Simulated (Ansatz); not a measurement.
A structure relaxed at PBE0-D4/def2-TZVP, charge 0, multiplicity 1:

```tsv
atom	x (Å)	y (Å)	z (Å)
N1	-0.0261	0.1938	-1.7024
C2	-0.1399	0.2371	-0.4637
C3	0.0252	-0.1203	0.9208
O4	-0.7638	1.0226	0.4080
H5	0.5569	-0.5892	-1.9826
H6	0.9225	0.1671	1.4599
H7	-0.5746	-0.9112	1.3601
```

Question: Give its formula and SMILES.

Answer: C2H3NO, `N=C1CO1`.

Question: Point group (tolerance 0.08 Å, 0.16 Å for H)?

Answer: Cs.

Question: Summarise the bond lengths by kind.

Answer: 1 × C–N 1.245 Å; 1 × H–N 1.016 Å; 1 × C–C 1.439 Å; 2 × C–O 1.329 to 1.480 Å; 2 × C–H 1.086 Å.

Computed with Ansatz.
